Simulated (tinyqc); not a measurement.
Harmonic frequencies on the UHF/sto-3g surface (energies and gradients from PySCF), for OH+, spin multiplicity 3, step by step. One step of it, computed by the program tinyqc.

Question. One row of the Hessian: 2Hz. Displace 2Hz by +/-0.01 bohr; H(k, :) = (g(+) - g(-)) / (2 delta).

optimised positions (bohr):
```
           x         y          z
1O  0.000000  0.000000  -0.003262
2H  0.000000  0.000000   2.044166
```

gradient at +delta (hartree/bohr):
```
             x           y            z
1O  0.00000000  0.00000000  -0.00418419
2H  0.00000000  0.00000000   0.00418419
```

gradient at -delta (hartree/bohr):
```
             x           y            z
1O  0.00000000  0.00000000   0.00429542
2H  0.00000000  0.00000000  -0.00429542
```

Give: row of the Hessian.

Answer.

row of the Hessian (hartree/bohr^2): 1Ox 0.00000, 1Oy 0.00000, 1Oz -0.42398, 2Hx 0.00000, 2Hy 0.00000, 2Hz 0.42398
